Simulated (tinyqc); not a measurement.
CCSD on RHF in the sto-3g basis, frozen core, for H2O, spin multiplicity 1, step by step. One step of it, computed by the program tinyqc.

Question. Iteration 8 (converged): orbitals. Diagonalise F' = X^T F X, C = X C', fill 5 alpha and 5 beta electrons from the bottom; D = 2 C_occ C_occ^T. Each column has its largest component positive (the first on a tie).

converged F (hartree), order 1O 1s, 1O 2s, 1O 2px, 1O 2py, 1O 2pz, 2H 1s, 3H 1s:
$$\begin{pmatrix}
-20.246483 & -5.163685 & 0.000000 & 0.000000 & -0.027582 & -1.018082 & -1.018082 \\
-5.163685 & -2.428907 & 0.000000 & 0.000000 & -0.102209 & -0.912981 & -0.912981 \\
0.000000 & 0.000000 & -0.390389 & 0.000000 & 0.000000 & 0.000000 & 0.000000 \\
0.000000 & 0.000000 & 0.000000 & -0.272595 & 0.000000 & -0.372323 & 0.372323 \\
-0.027582 & -0.102209 & 0.000000 & 0.000000 & -0.314497 & -0.356695 & -0.356695 \\
-1.018082 & -0.912981 & 0.000000 & -0.372323 & -0.356695 & -0.496992 & -0.330639 \\
-1.018082 & -0.912981 & 0.000000 & 0.372323 & -0.356695 & -0.330639 & -0.496992
\end{pmatrix}$$

X, order 1O 1s, 1O 2s, 1O 2px, 1O 2py, 1O 2pz, 2H 1s, 3H 1s:
$$\begin{pmatrix}
-0.322384 & 0.000000 & 0.746035 & 0.000000 & -0.619153 & 0.000000 & 0.158402 \\
1.106235 & 0.000000 & -0.304502 & 0.000000 & -0.313037 & 0.000000 & 0.426145 \\
0.000000 & 0.000000 & 0.000000 & 1.000000 & 0.000000 & 0.000000 & 0.000000 \\
0.000000 & 0.883248 & 0.000000 & 0.000000 & 0.000000 & 0.697494 & 0.000000 \\
0.532477 & 0.000000 & 0.655266 & 0.000000 & 0.626192 & 0.000000 & 0.207384 \\
-0.698381 & -0.824193 & -0.163554 & 0.000000 & 0.133698 & 0.373735 & 0.380006 \\
-0.698381 & 0.824193 & -0.163554 & 0.000000 & 0.133698 & -0.373735 & 0.380006
\end{pmatrix}$$

Give: F' = X^T F X; orbital energies; coefficients C; D after iteration 8.

Answer.

F' = X^T F X (hartree):
$$\begin{pmatrix}
0.034 & 0.000 & 1.842 & 0.000 & -1.375 & 0.000 & 0.260 \\
0.000 & 0.645 & 0.000 & 0.000 & 0.000 & 0.117 & 0.000 \\
1.842 & 0.000 & -8.845 & 0.000 & 8.881 & 0.000 & -3.778 \\
0.000 & 0.000 & 0.000 & -0.390 & 0.000 & 0.000 & 0.000 \\
-1.375 & 0.000 & 8.881 & 0.000 & -9.722 & 0.000 & 4.143 \\
0.000 & 0.117 & 0.000 & 0.000 & 0.000 & -0.567 & 0.000 \\
0.260 & 0.000 & -3.778 & 0.000 & 4.143 & 0.000 & -2.868
\end{pmatrix}$$

orbital energies (hartree): MO1 -20.255, MO2 -1.240, MO3 -0.578, MO4 -0.452, MO5 -0.390, MO6 0.546, MO7 0.657

coefficients C, order 1O 1s, 1O 2s, 1O 2px, 1O 2py, 1O 2pz, 2H 1s, 3H 1s:
$$\begin{pmatrix}
0.994 & -0.235 & 0.000 & 0.101 & 0.000 & -0.121 & 0.000 \\
0.025 & 0.858 & 0.000 & -0.520 & 0.000 & 0.767 & 0.000 \\
0.000 & 0.000 & 0.000 & 0.000 & 1.000 & 0.000 & 0.000 \\
0.000 & 0.000 & 0.610 & 0.000 & 0.000 & 0.000 & 0.946 \\
0.004 & 0.110 & 0.000 & 0.753 & 0.000 & 0.755 & 0.000 \\
-0.005 & 0.152 & 0.450 & 0.307 & 0.000 & -0.748 & -0.785 \\
-0.005 & 0.152 & -0.450 & 0.307 & 0.000 & -0.748 & 0.785
\end{pmatrix}$$

D after iteration 8, order 1O 1s, 1O 2s, 1O 2px, 1O 2py, 1O 2pz, 2H 1s, 3H 1s:
$$\begin{pmatrix}
2.108 & -0.459 & 0.000 & 0.000 & 0.108 & -0.020 & -0.020 \\
-0.459 & 2.015 & 0.000 & 0.000 & -0.594 & -0.058 & -0.058 \\
0.000 & 0.000 & 2.000 & 0.000 & 0.000 & 0.000 & 0.000 \\
0.000 & 0.000 & 0.000 & 0.745 & 0.000 & 0.550 & -0.550 \\
0.108 & -0.594 & 0.000 & 0.000 & 1.157 & 0.496 & 0.496 \\
-0.020 & -0.058 & 0.000 & 0.550 & 0.496 & 0.641 & -0.171 \\
-0.020 & -0.058 & 0.000 & -0.550 & 0.496 & -0.171 & 0.641
\end{pmatrix}$$
